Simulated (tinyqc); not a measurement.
Inside a calculation (part 1 of 2). Method: UHF in the sto-3g basis, for BH, spin multiplicity 1. This run ends on a higher stationary point, not on the lowest solution. Computed by tinyqc, a small Python program that keeps every step (integrals from PySCF). Settings: charge = 0, multiplicity = 1, basis = sto-3g, energy threshold = 1e-09, iteration cap = 53, orthogonalisation = symmetric, start = Wolfsberg-Helmholz matrix, DIIS depth = 3, DIIS from iteration = 3, method = UHF, break = 0.2. Command: `OMP_NUM_THREADS=1 python tinyqc.py 28363 28364 out.jsonl` (the two numbers bound the seeds that draw the settings). One thread of a shared host (Intel(R) Xeon(R) Processor @ 2.60GHz), about 0.2 s of CPU time with the checks. Later iterations appear only in the table of the cycle.

## One-electron integrals

Geometry (angstrom):
```
atom        x        y        z
B     0.00000  0.00000  0.00000
H     0.00000  0.00000  1.57900
```

Basis sto-3g: exponents (1/bohr^2) and contraction coefficients of normalised primitives:
```
element  l (shell)  exponent  coefficient
B            s (1)  48.79111      0.15433
B            s (1)   8.88736      0.53533
B            s (1)   2.40527      0.44463
B            s (2)   2.23696     -0.09997
B            s (2)   0.51982      0.39951
B            s (2)   0.16906      0.70012
B            p (3)   2.23696      0.15592
B            p (3)   0.51982      0.60768
B            p (3)   0.16906      0.39196
H            s (1)   3.42525      0.15433
H            s (1)   0.62391      0.53533
H            s (1)   0.16886      0.44463
```

Overlap, kinetic and nuclear-attraction integrals over the contracted functions; the nuclear repulsion is the sum of Za Zb / Rab.

nuclear repulsion = 1.6756720 hartree

overlap S, lower triangle:
```
          1B 1s    1B 2s   1B 2px   1B 2py   1B 2pz    2H 1s
1B 1s   1.00000
1B 2s   0.26933  1.00000
1B 2px  0.00000  0.00000  1.00000
1B 2py  0.00000  0.00000  0.00000  1.00000
1B 2pz  0.00000  0.00000  0.00000  0.00000  1.00000
2H 1s   0.02788  0.29751  0.00000  0.00000  0.34480  1.00000
```

kinetic energy T (hartree), lower triangle:
```
           1B 1s    1B 2s   1B 2px   1B 2py   1B 2pz    2H 1s
1B 1s   10.82630
1B 2s   -0.04797  0.35917
1B 2px   0.00000  0.00000  1.12388
1B 2py   0.00000  0.00000  0.00000  1.12388
1B 2pz   0.00000  0.00000  0.00000  0.00000  1.12388
2H 1s   -0.00807  0.02010  0.00000  0.00000  0.08338  0.76003
```

nuclear attraction V (hartree), lower triangle:
```
            1B 1s     1B 2s    1B 2px    1B 2py    1B 2pz     2H 1s
1B 1s   -23.48252
1B 2s    -3.22962  -4.10438
1B 2px    0.00000   0.00000  -4.05164
1B 2py    0.00000   0.00000   0.00000  -4.05164
1B 2pz   -0.01055  -0.10355   0.00000   0.00000  -4.11843
2H 1s    -0.33614  -0.98196   0.00000   0.00000  -1.06939  -2.89748
```

core Hamiltonian H = T + V (hartree), lower triangle:
```
            1B 1s     1B 2s    1B 2px    1B 2py    1B 2pz     2H 1s
1B 1s   -12.65622
1B 2s    -3.27759  -3.74521
1B 2px    0.00000   0.00000  -2.92776
1B 2py    0.00000   0.00000   0.00000  -2.92776
1B 2pz   -0.01055  -0.10355   0.00000   0.00000  -2.99455
2H 1s    -0.34421  -0.96186   0.00000   0.00000  -0.98601  -2.13745
```

## Two-electron integrals

Functions are numbered as in S; the eight-fold symmetry (ij|kl) = (ji|kl) = (kl|ij) leaves the list below.

Two-electron integrals (ij|kl) in chemists' order, unique and non-zero (hartree):
```
(11|11) 2.92351   (21|11) 0.51838   (21|21) 0.10926   (22|11) 0.74423
(22|21) 0.19318   (22|22) 0.54480   (31|31) 0.02026   (32|31) 0.03000
(32|32) 0.12035   (33|11) 0.74249   (33|21) 0.19324   (33|22) 0.54468
(33|33) 0.58677   (41|41) 0.02026   (42|41) 0.03000   (42|42) 0.12035
(43|43) 0.03163   (44|11) 0.74249   (44|21) 0.19324   (44|22) 0.54468
(44|33) 0.52351   (44|44) 0.58677   (51|51) 0.02026   (52|51) 0.03000
(52|52) 0.12035   (53|53) 0.03163   (54|54) 0.03163   (55|11) 0.74249
(55|21) 0.19324   (55|22) 0.54468   (55|33) 0.52351   (55|44) 0.52351
(55|55) 0.58677   (61|11) 0.05338   (61|21) 0.01122   (61|22) 0.01992
(61|33) 0.01983   (61|44) 0.01983   (61|51) 0.00078   (61|52) 0.00145
(61|55) 0.02010   (61|61) 0.00118   (62|11) 0.15529   (62|21) 0.04109
(62|22) 0.13117   (62|33) 0.12722   (62|44) 0.12722   (62|51) 0.00445
(62|52) 0.02948   (62|55) 0.13895   (62|61) 0.00450   (62|62) 0.04799
(63|31) 0.00370   (63|32) 0.01825   (63|53) 0.00520   (63|63) 0.00462
(64|41) 0.00370   (64|42) 0.01825   (64|54) 0.00520   (64|64) 0.00462
(65|11) 0.15739   (65|21) 0.04213   (65|22) 0.14176   (65|33) 0.13450
(65|44) 0.13450   (65|51) 0.00748   (65|52) 0.04648   (65|55) 0.15610
(65|61) 0.00478   (65|62) 0.06024   (65|65) 0.07870   (66|11) 0.33406
(66|21) 0.08988   (66|22) 0.32583   (66|33) 0.30835   (66|44) 0.30835
(66|51) 0.01023   (66|52) 0.09305   (66|55) 0.36031   (66|61) 0.00992
(66|62) 0.16292   (66|65) 0.22028   (66|66) 0.77461
```

## Orthogonalisation

S = U s U^T; symmetric (Loewdin) form X = U s^(-1/2) U^T, so that X^T S X = 1.

eigenvalues of S: 0.51548  0.80147  1.00000  1.00000  1.17725  1.50581

X, lower triangle:
```
           1B 1s     1B 2s   1B 2px   1B 2py    1B 2pz    2H 1s
1B 1s    1.02964
1B 2s   -0.14697   1.07088
1B 2px   0.00000   0.00000  1.00000
1B 2py   0.00000   0.00000  0.00000  1.00000
1B 2pz  -0.00650   0.04719  0.00000  0.00000   1.05284
2H 1s    0.02073  -0.17723  0.00000  0.00000  -0.19952  1.09304
```

## Starting guess

The start is the generalised Wolfsberg-Helmholz matrix (K = 1.75) built on H, with HOMO and LUMO mixed by +/-0.2 rad for the two spins; D(s) = C_occ C_occ^T for each spin.

D(alpha) at the start, lower triangle:
```
           1B 1s    1B 2s   1B 2px   1B 2py   1B 2pz    2H 1s
1B 1s    0.99053
1B 2s   -0.00681  0.17158
1B 2px   0.00000  0.00000  0.87328
1B 2py   0.00000  0.00000  0.33266  0.12672
1B 2pz  -0.08701  0.26075  0.00000  0.00000  0.40220
2H 1s   -0.06914  0.16672  0.00000  0.00000  0.25820  0.16594
```

D(beta) at the start, lower triangle:
```
           1B 1s    1B 2s    1B 2px   1B 2py   1B 2pz    2H 1s
1B 1s    0.99053
1B 2s   -0.00681  0.17158
1B 2px   0.00000  0.00000   0.99870
1B 2py   0.00000  0.00000  -0.03601  0.00130
1B 2pz  -0.08701  0.26075   0.00000  0.00000  0.40220
2H 1s   -0.06914  0.16672   0.00000  0.00000  0.25820  0.16594
```

## Iteration 1: building the Fock matrix

J_ij = sum D_kl (ij|kl) with D = D(alpha) + D(beta), K_ij = sum D_kl (ik|jl) for each spin; F = H + J - K(s); E = tr D H + tr D J / 2 - 0.5 sum_s tr D(s) K(s) + E_nn.

Coulomb J (hartree), lower triangle:
```
          1B 1s    1B 2s   1B 2px   1B 2py   1B 2pz    2H 1s
1B 1s   8.47742
1B 2s   1.72982  3.52009
1B 2px  0.00000  0.00000  3.55975
1B 2py  0.00000  0.00000  0.01877  3.44943
1B 2pz  0.03811  0.21323  0.00000  0.00000  3.53951
2H 1s   0.18026  0.89399  0.00000  0.00000  0.99298  2.36167
```

exchange K(alpha) (hartree), lower triangle:
```
           1B 1s    1B 2s   1B 2px   1B 2py   1B 2pz    2H 1s
1B 1s    2.93290
1B 2s    0.58380  0.42907
1B 2px   0.00000  0.00000  0.57849
1B 2py   0.00000  0.00000  0.18467  0.16404
1B 2pz  -0.00391  0.23719  0.00000  0.00000  0.41607
2H 1s    0.06197  0.23342  0.00000  0.00000  0.29415  0.37145
```

exchange K(beta) (hartree), lower triangle:
```
           1B 1s    1B 2s    1B 2px   1B 2py   1B 2pz    2H 1s
1B 1s    2.93290
1B 2s    0.58380  0.42907
1B 2px   0.00000  0.00000   0.64811
1B 2py   0.00000  0.00000  -0.01999  0.09441
1B 2pz  -0.00391  0.23719   0.00000  0.00000  0.41607
2H 1s    0.06197  0.23342   0.00000  0.00000  0.29415  0.37145
```

F(alpha) (hartree), lower triangle:
```
           1B 1s     1B 2s    1B 2px   1B 2py    1B 2pz     2H 1s
1B 1s   -7.11170
1B 2s   -2.13157  -0.65419
1B 2px   0.00000   0.00000   0.05351
1B 2py   0.00000   0.00000  -0.16591  0.35763
1B 2pz   0.03147  -0.12751   0.00000  0.00000   0.12889
2H 1s   -0.22592  -0.30129   0.00000  0.00000  -0.28718  -0.14722
```

F(beta) (hartree), lower triangle:
```
           1B 1s     1B 2s    1B 2px   1B 2py    1B 2pz     2H 1s
1B 1s   -7.11170
1B 2s   -2.13157  -0.65419
1B 2px   0.00000   0.00000  -0.01612
1B 2py   0.00000   0.00000   0.03876  0.42726
1B 2pz   0.03147  -0.12751   0.00000  0.00000   0.12889
2H 1s   -0.22592  -0.30129   0.00000  0.00000  -0.28718  -0.14722
```

total energy of this density = -24.1881228 hartree

## Iteration 1: diagonalisation and new density

Diagonalise F' = X^T F X, C = X C', fill 3 alpha and 3 beta electrons from the bottom; D(s) = C_occ C_occ^T. Each column has its largest component positive (the first on a tie).

F' = X^T F X (alpha) (hartree), lower triangle:
```
          1         2         3        4         5        6
1  -6.91697
2  -1.18658  -0.14312
3   0.00000   0.00000   0.05351
4   0.00000   0.00000  -0.16591  0.35763
5   0.03079  -0.04167   0.00000  0.00000   0.24920
6   0.01150  -0.25042   0.00000  0.00000  -0.33293  0.04378
```

orbital energies (alpha) (hartree): MO1 -7.11901, MO2 -0.33766, MO3 -0.01948, MO4 0.16361, MO5 0.43062, MO6 0.52595

coefficients C (alpha):
```
             MO1       MO2      MO3       MO4       MO5       MO6
1B 1s    0.99047  -0.15182  0.00000  -0.26173   0.00000  -0.09827
1B 2s    0.03395   0.44413  0.00000   0.90163   0.00000   0.43667
1B 2px   0.00000   0.00000  0.91534   0.00000  -0.40269   0.00000
1B 2py   0.00000   0.00000  0.40269   0.00000   0.91534   0.00000
1B 2pz  -0.00245   0.35704  0.00000  -0.46050   0.00000   0.90056
2H 1s   -0.00418   0.61591  0.00000  -0.31204   0.00000  -0.88862
```

F' = X^T F X (beta) (hartree), lower triangle:
```
          1         2         3        4         5        6
1  -6.91697
2  -1.18658  -0.14312
3   0.00000   0.00000  -0.01612
4   0.00000   0.00000   0.03876  0.42726
5   0.03079  -0.04167   0.00000  0.00000   0.24920
6   0.01150  -0.25042   0.00000  0.00000  -0.33293  0.04378
```

orbital energies (beta) (hartree): MO1 -7.11901, MO2 -0.33766, MO3 -0.01948, MO4 0.16361, MO5 0.43062, MO6 0.52595

coefficients C (beta):
```
             MO1       MO2       MO3       MO4      MO5       MO6
1B 1s    0.99047  -0.15182   0.00000  -0.26173  0.00000  -0.09827
1B 2s    0.03395   0.44413   0.00000   0.90163  0.00000   0.43667
1B 2px   0.00000   0.00000   0.99626   0.00000  0.08643   0.00000
1B 2py   0.00000   0.00000  -0.08643   0.00000  0.99626   0.00000
1B 2pz  -0.00245   0.35704   0.00000  -0.46050  0.00000   0.90056
2H 1s   -0.00418   0.61591   0.00000  -0.31204  0.00000  -0.88862
```

D(alpha) after iteration 1, lower triangle:
```
           1B 1s    1B 2s   1B 2px   1B 2py   1B 2pz    2H 1s
1B 1s    1.00407
1B 2s   -0.03380  0.19840
1B 2px   0.00000  0.00000  0.83784
1B 2py   0.00000  0.00000  0.36860  0.16216
1B 2pz  -0.05663  0.15849  0.00000  0.00000  0.12749
2H 1s   -0.09765  0.27340  0.00000  0.00000  0.21992  0.37936
```

D(beta) after iteration 1, lower triangle:
```
           1B 1s    1B 2s    1B 2px   1B 2py   1B 2pz    2H 1s
1B 1s    1.00407
1B 2s   -0.03380  0.19840
1B 2px   0.00000  0.00000   0.99253
1B 2py   0.00000  0.00000  -0.08611  0.00747
1B 2pz  -0.05663  0.15849   0.00000  0.00000  0.12749
2H 1s   -0.09765  0.27340   0.00000  0.00000  0.21992  0.37936
```

## Iteration 2: building the Fock matrix

As before.

Coulomb J (hartree), lower triangle:
```
          1B 1s    1B 2s   1B 2px   1B 2py   1B 2pz    2H 1s
1B 1s   8.31122
1B 2s   1.68441  3.42040
1B 2px  0.00000  0.00000  3.46097
1B 2py  0.00000  0.00000  0.01787  3.35592
1B 2pz  0.03334  0.21266  0.00000  0.00000  3.43246
2H 1s   0.17531  0.89320  0.00000  0.00000  1.00356  2.50898
```

exchange K(alpha) (hartree), lower triangle:
```
           1B 1s    1B 2s   1B 2px   1B 2py   1B 2pz    2H 1s
1B 1s    2.94139
1B 2s    0.56721  0.43530
1B 2px   0.00000  0.00000  0.55627
1B 2py   0.00000  0.00000  0.20462  0.18117
1B 2pz  -0.00347  0.19866  0.00000  0.00000  0.27109
2H 1s    0.05933  0.27257  0.00000  0.00000  0.27992  0.52150
```

exchange K(beta) (hartree), lower triangle:
```
           1B 1s    1B 2s    1B 2px   1B 2py   1B 2pz    2H 1s
1B 1s    2.94139
1B 2s    0.56721  0.43530
1B 2px   0.00000  0.00000   0.64215
1B 2py   0.00000  0.00000  -0.04780  0.09530
1B 2pz  -0.00347  0.19866   0.00000  0.00000  0.27109
2H 1s    0.05933  0.27257   0.00000  0.00000  0.27992  0.52150
```

F(alpha) (hartree), lower triangle:
```
           1B 1s     1B 2s    1B 2px   1B 2py    1B 2pz     2H 1s
1B 1s   -7.28639
1B 2s   -2.16038  -0.76010
1B 2px   0.00000   0.00000  -0.02306
1B 2py   0.00000   0.00000  -0.18675  0.24698
1B 2pz   0.02625  -0.08955   0.00000  0.00000   0.16681
2H 1s   -0.22824  -0.34123   0.00000  0.00000  -0.26237  -0.14996
```

F(beta) (hartree), lower triangle:
```
           1B 1s     1B 2s    1B 2px   1B 2py    1B 2pz     2H 1s
1B 1s   -7.28639
1B 2s   -2.16038  -0.76010
1B 2px   0.00000   0.00000  -0.10893
1B 2py   0.00000   0.00000   0.06567  0.33286
1B 2pz   0.02625  -0.08955   0.00000  0.00000   0.16681
2H 1s   -0.22824  -0.34123   0.00000  0.00000  -0.26237  -0.14996
```

total energy of this density = -24.3600654 hartree

## Iteration 2: diagonalisation and new density

As before.

F' = X^T F X (alpha) (hartree), lower triangle:
```
          1         2         3        4         5        6
1  -7.09545
2  -1.17811  -0.24075
3   0.00000   0.00000  -0.02306
4   0.00000   0.00000  -0.18675  0.24698
5   0.01931   0.00263   0.00000  0.00000   0.28507
6   0.01625  -0.28505   0.00000  0.00000  -0.32092  0.04610
```

orbital energies (alpha) (hartree): MO1 -7.29245, MO2 -0.36435, MO3 -0.11849, MO4 0.09415, MO5 0.34241, MO6 0.55761

coefficients C (alpha):
```
             MO1       MO2      MO3       MO4       MO5       MO6
1B 1s    0.99138  -0.18560  0.00000  -0.23217   0.00000  -0.10509
1B 2s    0.03083   0.56416  0.00000   0.81967   0.00000   0.45929
1B 2px   0.00000   0.00000  0.89048   0.00000  -0.45503   0.00000
1B 2py   0.00000   0.00000  0.45503   0.00000   0.89048   0.00000
1B 2pz  -0.00197   0.25533  0.00000  -0.51617   0.00000   0.90495
2H 1s   -0.00381   0.58675  0.00000  -0.39683   0.00000  -0.87442
```

F' = X^T F X (beta) (hartree), lower triangle:
```
          1         2         3        4         5        6
1  -7.09545
2  -1.17811  -0.24075
3   0.00000   0.00000  -0.10893
4   0.00000   0.00000   0.06567  0.33286
5   0.01931   0.00263   0.00000  0.00000   0.28507
6   0.01625  -0.28505   0.00000  0.00000  -0.32092  0.04610
```

orbital energies (beta) (hartree): MO1 -7.29245, MO2 -0.36435, MO3 -0.11849, MO4 0.09415, MO5 0.34241, MO6 0.55761

coefficients C (beta):
```
             MO1       MO2       MO3       MO4      MO5       MO6
1B 1s    0.99138  -0.18560   0.00000  -0.23217  0.00000  -0.10509
1B 2s    0.03083   0.56416   0.00000   0.81967  0.00000   0.45929
1B 2px   0.00000   0.00000   0.98958   0.00000  0.14399   0.00000
1B 2py   0.00000   0.00000  -0.14399   0.00000  0.98958   0.00000
1B 2pz  -0.00197   0.25533   0.00000  -0.51617  0.00000   0.90495
2H 1s   -0.00381   0.58675   0.00000  -0.39683  0.00000  -0.87442
```

D(alpha) after iteration 2, lower triangle:
```
           1B 1s    1B 2s   1B 2px   1B 2py   1B 2pz    2H 1s
1B 1s    1.01729
1B 2s   -0.07414  0.31923
1B 2px   0.00000  0.00000  0.79295
1B 2py   0.00000  0.00000  0.40519  0.20705
1B 2pz  -0.04934  0.14399  0.00000  0.00000  0.06520
2H 1s   -0.11267  0.33090  0.00000  0.00000  0.14982  0.34429
```

D(beta) after iteration 2, lower triangle:
```
           1B 1s    1B 2s    1B 2px   1B 2py   1B 2pz    2H 1s
1B 1s    1.01729
1B 2s   -0.07414  0.31923
1B 2px   0.00000  0.00000   0.97927
1B 2py   0.00000  0.00000  -0.14249  0.02073
1B 2pz  -0.04934  0.14399   0.00000  0.00000  0.06520
2H 1s   -0.11267  0.33090   0.00000  0.00000  0.14982  0.34429
```

## Iteration 11 (converged): orbitals

converged F(alpha) (hartree), lower triangle:
```
           1B 1s     1B 2s    1B 2px   1B 2py    1B 2pz     2H 1s
1B 1s   -7.22223
1B 2s   -2.13558  -0.81616
1B 2px   0.00000   0.00000   0.22204
1B 2py   0.00000   0.00000  -0.26278  0.04324
1B 2pz   0.01679  -0.09221   0.00000  0.00000   0.25625
2H 1s   -0.22354  -0.37002   0.00000  0.00000  -0.21813  -0.18251
```

converged F(beta) (hartree), lower triangle:
```
           1B 1s     1B 2s   1B 2px   1B 2py    1B 2pz     2H 1s
1B 1s   -7.22223
1B 2s   -2.13558  -0.81616
1B 2px   0.00000   0.00000  0.04324
1B 2py   0.00000   0.00000  0.26278  0.22204
1B 2pz   0.01679  -0.09221  0.00000  0.00000   0.25625
2H 1s   -0.22354  -0.37002  0.00000  0.00000  -0.21813  -0.18251
```

As before.

F' = X^T F X (alpha) (hartree), lower triangle:
```
          1         2         3        4         5        6
1  -7.03567
2  -1.15361  -0.30199
3   0.00000   0.00000   0.22204
4   0.00000   0.00000  -0.26278  0.04324
5   0.00937  -0.00087   0.00000  0.00000   0.36461
6   0.02232  -0.29917   0.00000  0.00000  -0.28167  0.00082
```

orbital energies (alpha) (hartree): MO1 -7.22794, MO2 -0.40565, MO3 -0.14493, MO4 0.10816, MO5 0.41021, MO6 0.55319

coefficients C (alpha):
```
             MO1       MO2      MO3       MO4       MO5       MO6
1B 1s    0.99153  -0.20630  0.00000  -0.22037   0.00000  -0.08936
1B 2s    0.03043   0.63557  0.00000   0.80098   0.00000   0.39443
1B 2px   0.00000   0.00000  0.58221   0.00000   0.81304   0.00000
1B 2py   0.00000   0.00000  0.81304   0.00000  -0.58221   0.00000
1B 2pz  -0.00051   0.16123  0.00000  -0.43393   0.00000   0.96761
2H 1s   -0.00442   0.57051  0.00000  -0.55525   0.00000  -0.79534
```

F' = X^T F X (beta) (hartree), lower triangle:
```
          1         2        3        4         5        6
1  -7.03567
2  -1.15361  -0.30199
3   0.00000   0.00000  0.04324
4   0.00000   0.00000  0.26278  0.22204
5   0.00937  -0.00087  0.00000  0.00000   0.36461
6   0.02232  -0.29917  0.00000  0.00000  -0.28167  0.00082
```

orbital energies (beta) (hartree): MO1 -7.22794, MO2 -0.40565, MO3 -0.14493, MO4 0.10816, MO5 0.41021, MO6 0.55319

coefficients C (beta):
```
             MO1       MO2       MO3       MO4      MO5       MO6
1B 1s    0.99153  -0.20630   0.00000  -0.22037  0.00000  -0.08936
1B 2s    0.03043   0.63557   0.00000   0.80098  0.00000   0.39443
1B 2px   0.00000   0.00000   0.81304   0.00000  0.58221   0.00000
1B 2py   0.00000   0.00000  -0.58221   0.00000  0.81304   0.00000
1B 2pz  -0.00051   0.16123   0.00000  -0.43393  0.00000   0.96761
2H 1s   -0.00442   0.57051   0.00000  -0.55525  0.00000  -0.79534
```

D(alpha) after iteration 11, lower triangle:
```
           1B 1s    1B 2s   1B 2px   1B 2py   1B 2pz    2H 1s
1B 1s    1.02568
1B 2s   -0.10095  0.40488
1B 2px   0.00000  0.00000  0.33897
1B 2py   0.00000  0.00000  0.47336  0.66103
1B 2pz  -0.03376  0.10246  0.00000  0.00000  0.02600
2H 1s   -0.12208  0.36247  0.00000  0.00000  0.09199  0.32551
```

D(beta) after iteration 11, lower triangle:
```
           1B 1s    1B 2s    1B 2px   1B 2py   1B 2pz    2H 1s
1B 1s    1.02568
1B 2s   -0.10095  0.40488
1B 2px   0.00000  0.00000   0.66103
1B 2py   0.00000  0.00000  -0.47336  0.33897
1B 2pz  -0.03376  0.10246   0.00000  0.00000  0.02600
2H 1s   -0.12208  0.36247   0.00000  0.00000  0.09199  0.32551
```

## Convergence

Stop when the energy changes by less than 1e-09 hartree and every element of the error matrix X^T (F D S - S D F) X (for each spin) is below 9e-06.

Course of the cycle:
```
iteration  E (hartree)     change  largest element of the error matrix
1          -24.1881228          -                             1.96e-01
2          -24.3600654  -1.72e-01                             4.87e-02
3          -24.4030263  -4.30e-02                             2.99e-02
4          -24.4193515  -1.63e-02                             3.15e-02
5          -24.4337745  -1.44e-02                             3.00e-02
6          -24.4507766  -1.70e-02                             1.61e-02
7          -24.4551623  -4.39e-03                             2.80e-03
8          -24.4552837  -1.21e-04                             4.44e-04
9          -24.4552868  -3.14e-06                             1.23e-05
10         -24.4552868  -1.28e-09                             1.61e-06
11         -24.4552868  -2.74e-11                             6.53e-08
```

PySCF UHF in the same basis, after a stability check = -24.7122912 hartree

Converged in 11 iterations. But the solution lies 0.25700 hartree above the reference: it is another stationary point, not the lowest one. Reruns (cap 100 unless said): DIIS 8: converged in 11 to a higher stationary point; damping 0.5: not converged; level shift 0.5: converged in 77 to a higher stationary point; atomic densities as start, DIIS 8: converged in 7 to a higher stationary point.
